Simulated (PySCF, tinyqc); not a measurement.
Inside a calculation (part 2 of 2). Method: coupled-perturbed Hartree-Fock on RHF in the sto-3g basis, for CH2, spin multiplicity 1. The lowest restricted solution is unstable here: a spin-polarised one lies 0.0223 hartree lower (PySCF). Computed by tinyqc, a small Python program that keeps every step (integrals from PySCF). Command: `OMP_NUM_THREADS=1 python tinyqc.py 24957 24958 out.jsonl` (the two numbers bound the seeds that draw the settings). One thread of a shared host (Intel(R) Xeon(R) Processor @ 2.60GHz), about 0.2 s of CPU time with the checks.

Geometry (angstrom):
```
atom         x          y         z
C     0.000000   0.000000  0.000000
H     0.000000   0.991000  0.769000
H     0.000000  -0.991000  0.769000
```

## Coupled polarisability

Repeat until U stops changing; compare with -d2E/dF2.

Course of the coupled iterations:
```
step  alpha (bohr^3)
0           3.967929
1           3.945073
2           4.010898
3           4.027622
4           4.033558
5           4.035664
6           4.036459
7           4.036772
8           4.036900
9           4.036954
10          4.036977
11          4.036987
12          4.036991
13          4.036993
14          4.036994
15          4.036994
16          4.036995
17          4.036995
18          4.036995
19          4.036995
20          4.036995
21          4.036995
```

coupled polarisability = 4.036995 bohr^3

finite-field check, fields of +/-0.001 au = 4.036999 bohr^3
